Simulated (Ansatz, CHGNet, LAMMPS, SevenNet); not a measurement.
## fcc Sr, elastic constant C11

Reference value: 15 GPa (measured, temperature not stated, not corrected to a static lattice; as tabulated in Mehl and Papaconstantopoulos (1996), arXiv:mtrl-th/9602003).

```
level (code)                         value (GPa)  cell (Å³/atom)  difference (%)
-----------------------------------  -----------  --------------  --------------
Lennard-Jones kanhaiya2021 (LAMMPS)         40.2           54.89            +168
CHGNet 0.3.0                                17.3           54.86           +15.3
CHGNet-r²SCAN                               21.0           56.48             +40
SevenNet-0                                  17.8           54.90           +18.7
LDA (Ansatz)                                16.7           48.60           +11.3
PBE (Ansatz)                                14.7           54.78            -2.0
PBEsol (Ansatz)                             15.6           51.95            +4.0
r²SCAN (Ansatz)                             14.7           56.77            -2.0
HSE06 (Ansatz)                              15.7           57.26            +4.7
```

The reference's temperature isn't stated, so close values are not ranked against it. Off by more than 25 %, or 35 % on the side where a correction would as a rule narrow the miss (bounds picked here): Lennard-Jones kanhaiya2021 (+168 %), CHGNet-r²SCAN (+40 %).

The reference isn't brought to a static lattice, while the calculations are for one, so the differences are not the levels' errors alone. A static lattice is as a rule stiffer than a warm one, by over a tenth in soft solids.  HSE06: hybrids on metals are sensitive to the k mesh. Each level is taken at its own relaxed cell. Cutoffs and k meshes differ between the levels. Ansatz's density-functional and Hartree–Fock values are scalar-relativistic unless marked +SOC, with PAW data made under PBE.

Empirical potentials (Lennard-Jones kanhaiya2021) are fitted to chosen data: where that held the value shown, agreement is built in, and what lay outside the fit can be far off. Machine-learned potentials (CHGNet 0.3.0, CHGNet-r²SCAN, SevenNet-0) are trained on DFT data: a solid inside that data is no test of them.

Differences are worked out from the printed values.

Ansatz is a first-principles code.
